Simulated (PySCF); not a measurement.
carbon disulfide anion (CS2), SMILES S=C=S (connectivity only; charge and spin as stated), charge -1, multiplicity 2. Atoms are numbered in the order given.

```xyz
3

S      0.0000    -1.5491     0.0771
C      0.0000     0.0000    -0.4110
S      0.0000     1.5491     0.0771
```
Charge -1, spin multiplicity 2.

Geometry optimised at PBE0-D3(BJ)/def2-TZVPD. The multiplicity is an assumed one; other spin states were not compared.

All values below come from B3LYP/pcH-1 (PySCF).

Unrestricted Kohn–Sham, ⟨S²⟩ = 0.754. Hyperfine tensors hold the contact and dipolar terms, without spin-orbit corrections.

Computed hyperfine couplings:
```json
[
 {"nucleus": "33S no. 1", "A(iso) (MHz)": "19.2", "A(iso) (G)": "6.8", "dipolar principal values (MHz)": "-22.9, -21.8, 44.6"},
 {"nucleus": "13C no. 2", "A(iso) (MHz)": "274.1", "A(iso) (G)": "97.8", "dipolar principal values (MHz)": "-57.4, -50.5, 108.0"},
 {"nucleus": "33S no. 3", "A(iso) (MHz)": "19.2", "A(iso) (G)": "6.8", "dipolar principal values (MHz)": "-22.9, -21.8, 44.6"}
]
```

And the g tensor (effective nuclear charges for spin-orbit coupling, GIAO)? (Estimate from the structure and the level; the computed values follow.)

principal values 1.9464, 2.0004, 2.0107; isotropic 1.9858.
